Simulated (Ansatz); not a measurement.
# Relaxing titanium (hcp)

Method: Ansatz 0.2.0, DFT, PBEsol, plane waves (420 eV) with PAW, scalar-relativistic. The PAW files were generated under PBE, with cores re-solved for the functional.

k-point mesh 12×12×7, Fermi-Dirac smearing 0.05 eV, starting moments 1.00 ×2 μB. Cell and atoms relax.

Starting structure:

```xyz
2
Lattice="2.9500 0.0000 0.0000 -1.4750 2.5548 0.0000 0.0000 0.0000 4.6860" Properties=species:S:1:pos:R:3 pbc="T T T"
Ti    0.0000    1.7032    1.1715
Ti    1.4750    0.8516    3.5145
```

Q: What cell does the relaxation end in?

A: P6_3/mmc with a = 2.901 Å, c = 4.593 Å (c/a = 1.583); 16.73 Å³ per atom against 17.66 at the start (-5.2 %).

Q: How much energy does the relaxation gain?

A: 17.7 meV per atom.

Q: Which magnetic state does it end in?

A: non-magnetic.
